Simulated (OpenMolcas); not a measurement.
## BHCl (SMILES [BH]Cl): the vertical energy of the quartet above the doublet, rung by rung

BHCl has 3 atoms, charge 0, and is taken as a doublet. SMILES: `[BH]Cl`. The shape is that of a GFN2-xTB optimisation.

```xyz
3

B     0.0655   -0.4734   -0.0225
Cl    0.9007    0.8287    0.5852
H    -0.9662   -0.3553   -0.5627
```

Quantity: the vertical energy of the quartet above the doublet, in eV. The values are calculated.

| level | kind | program | value (eV) | less FCI/STO-3G | CPU time (all runs) |
| --- | --- | --- | --- | --- | --- |
| ROHF/STO-3G | Hartree–Fock | OpenMolcas | 6.99 | -0.17 | 4.7 s |
| UHF/STO-3G | Hartree–Fock | OpenMolcas | 6.98 | -0.18 | 3.5 s |
| USVWN5/STO-3G | LDA | OpenMolcas | 6.85 | -0.31 | 7 s |
| UPBE/STO-3G | GGA | OpenMolcas | 6.83 | -0.33 | 8 s |
| U-r2SCAN/STO-3G | meta-GGA | OpenMolcas | 6.77 | -0.39 | 9.8 s |
| UB3LYP/STO-3G | global hybrid | OpenMolcas | 7.07 | -0.09 | 8.7 s |
| UM06-2X/STO-3G | hybrid meta-GGA | OpenMolcas | 7.31 | +0.15 | 10 s |
| CASSCF(3,3)/STO-3G | multireference | OpenMolcas | 7.10 | -0.06 | 3.3 s |
| ROCCSD(T)/STO-3G | coupled cluster or CI | OpenMolcas | 7.23 | +0.07 | 5 s |
| FCI/STO-3G | exact in the basis | OpenMolcas | 7.16 | 0.00 | 4.5 s |

FCI/STO-3G is exact within its basis and frozen core, so for wave-function methods in that basis the difference is their error; functionals converge differently with the basis, so for them it is only a difference. The values span 6.77 to 7.31 eV. All rows use very small basis sets, so even the best lies far from the true value. CPU times are rough (shared hosts, several kinds of processor): they show what a rung costs within a factor of a few.
